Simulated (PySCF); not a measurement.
# C4H5F (CH2F ... C3H3): the cost of one run

Computed with PySCF 2.14.0 and routines of our own; the level stands in each step. Atoms count from 0.

## 1. The starting structure

10 atoms, charge 0, high-spin multiplicity 3; geometry from: GFN2-xTB fragments, placed rigidly.

The system (radical pair): CH2F···C3H3. The radical centres are 1.82 Å apart, edge to face; the spin sites are atoms 0, 1, 2, 3 (1 unpaired) and atoms 4, 5, 6, 7, 8, 9 (1 unpaired).

At this distance the two fragments lie within reach of a covalent bond, so this is one molecule with a stretched bond rather than a weakly coupled pair, and the singlet pairs its electrons.

## 2. Magnetic exchange: CASSCF and SC-NEVPT2/def2-SVP (2,2)

What the job is given:

```
{"job": {"kind": "cas", "basis": "def2-SVP", "active": "magnetic", "zfs": true}, "charge": 0, "high_spin_multiplicity": 3, "spin_sites": [[[0, 1, 2, 3], 1], [[4, 5, 6, 7, 8, 9], 1]]}
C      0.038500     0.000000    -1.705300
F     -1.289200    -0.002200    -1.812100
H      0.507600     0.955800    -1.821100
H      0.511500    -0.953900    -1.821100
C      0.038500     0.000000     0.118700
C      0.038900    -0.000600     1.470600
C      0.038700     0.000000     2.689900
H     -0.762600     0.462700    -0.428600
H      0.839500    -0.462200    -0.429000
H      0.038500     0.000300     3.738100
```

Level: CASSCF and SC-NEVPT2/def2-SVP spin states, gas phase.

Command:

```
> OMP_NUM_THREADS=1 python exch_run.py task.json out
```

One launch serves the whole session: the jobs run in the order shown.

**Question.** How long does this first job take on 1 thread of Arm Neoverse V1, shared host, and how much memory does it need?

About 2.9 s, with a peak of 0.25 GiB.
